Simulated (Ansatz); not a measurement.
Mulliken charges of `[BH3-][OH2+]` from B3LYP/def2-TZVPP in Ansatz (PBE0-D4/def2-TZVP geometry).

```tsv
atom	x (Å)	y (Å)	z (Å)	charge (e)
B1	-0.312	-0.547	-0.345	-0.308
O2	0.364	0.564	0.730	-0.141
H3	0.295	-1.553	-0.080	-0.002
H4	-1.472	-0.534	-0.022	-0.002
H5	-0.075	-0.073	-1.433	0.002
H6	-0.042	1.424	0.575	0.227
H7	1.303	0.650	0.529	0.227
```

Q: By hand: the dipole of these point charges (1 e Å = 4.8032 D).

A: Σ q r = (0.333, 0.564, 0.251) e Å, of length 0.701 e Å = 3.37 D.

Q: How does the dipole of the full density compare? (An estimate is asked.)

A: Computed: (0.444, 0.755, 0.295) e Å, 4.44 D; the point charges give 0.76 times that, at 2° from its direction.

Point charges leave out the atoms' own dipoles, such as those of lone pairs, and Mulliken's split depends on the basis, so the two needn't agree.

B3LYP here is the variant with VWN-RPA as its local correlation; programs differ in this.
